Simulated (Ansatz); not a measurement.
in.yaml

```yaml
crystal:
  periodic: [false, false, false]
  atoms:
    - {symbol: S, position_ang: [0.000000, -0.046742, 0.000000]}
    - {symbol: H, position_ang: [0.000000, 0.743487, -1.083670]}
    - {symbol: H, position_ang: [0.000000, 0.743483, 1.083673]}
basis:
  gaussian: {orbitals: aug-cc-pVDZ}
magnetization: {spin_polarized: false}
correlation: {method: ccsd_t, electrons: valence}
```

```sh
$ ansatz run in.yaml --threads 1 --pin off --events-out ev --progress --plain --max-ram 2393MiB
```

Output:

```
450 factors; integrals over basis functions are off by at most 1.2e-3 eV
mean field evaluation 1: about -10848.3916 eV, gradient 1.1e1 eV
mean field evaluation 2: about -10848.3918 eV, gradient 1.1e1 eV
mean field evaluation 4: about -10848.9719 eV, gradient 1.2e0 eV
mean field evaluation 8: about -10848.9821 eV, gradient 3.4e-4 eV
mean field evaluation 16: about -10848.9821 eV, gradient 7.3e-7 eV
mean field -10848.98212156 eV, -398.6927392631 hartree, gradient 7.3e-7 eV, S^2 0.000000; 0 other end points of the search recorded, 0 dependent functions left out
5 core orbitals not correlated: weight in the atoms' cores, before any rotation towards them, 1.000 or more for the frozen orbitals, at most 0.000 for the correlated occupied ones
reference -10848.98212156 eV, -398.6927392631 hartree; 4, 4 occupied and 36, 36 virtual orbitals, 450 factors
second order -4.20260118 eV of doubles, -0.00000000 eV of singles
cycle   1  -4.66707150 eV  change   -4.6e-1 eV  update   4.7e-2
cycle   2  -4.81317422 eV  change   -1.5e-1 eV  update   1.5e-2
cycle   3  -4.82242615 eV  change   -9.3e-3 eV  update   3.5e-3
cycle   4  -4.82206653 eV  change    3.6e-4 eV  update   9.3e-4
cycle   5  -4.82175511 eV  change    3.1e-4 eV  update   2.2e-4
cycle   6  -4.82172173 eV  change    3.3e-5 eV  update   5.3e-5
cycle   7  -4.82172539 eV  change   -3.7e-6 eV  update   1.4e-5
cycle   8  -4.82172451 eV  change    8.8e-7 eV  update   3.9e-6
perturbative correction -0.13003401 eV, -0.0047786616 hartree
Total energy: -10853.93388007 eV, -398.8747130321 hartree
```

Ran on 1 thread of INTEL XEON PLATINUM 8581C, shared host: 0.27 s wall, 0.17 GiB peak host memory.
